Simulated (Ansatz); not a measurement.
## PO (Phosphorus monoxide): the electronic atomisation energy, rung by rung

The species is PO (2 atoms), meant as a doublet with charge 0. As SMILES, `O=[P]`. The coordinates come from a GFN2-xTB relaxation.

```tsv
atom	x (Å)	y (Å)	z (Å)
O	0.0000	0.0000	0.0000
P	0.0000	0.0000	1.4551
```

Quantity: the electronic atomisation energy, in eV. The values are calculated. Electronic energies at fixed atoms, without zero-point motion or spin-orbit coupling.

```tsv
level	kind	program	value (eV)	CPU time (all runs)
U-revPBE/STO-3G	GGA	Ansatz	5.56	1.6 s
UBLYP/STO-3G	GGA	Ansatz	5.86	1.6 s
U-r2SCAN0/STO-3G	hybrid meta-GGA	Ansatz	4.24	3.2 s
UBHLYP/STO-3G	global hybrid	Ansatz	?	1.2 s
UPBE0/STO-3G	global hybrid	Ansatz	?	1.1 s
U-wB97M-V/STO-3G	range-separated hybrid	Ansatz	5.26	9.1 s
UHSE06/STO-3G	range-separated hybrid	Ansatz	4.83	1.6 s
FCI/STO-3G	exact in the basis	Ansatz	3.46	0.49 s
```

Estimate the missing values from the other rows.

As computed at these levels: UBHLYP/STO-3G: 3.81 eV; UPBE0/STO-3G: 4.81 eV. The values span 3.46 to 5.86 eV. All rows use very small basis sets, so even the best lies far from the true value. Times are those of the runs behind each value, whatever else they computed, on shared processors of several kinds: orders of magnitude only.
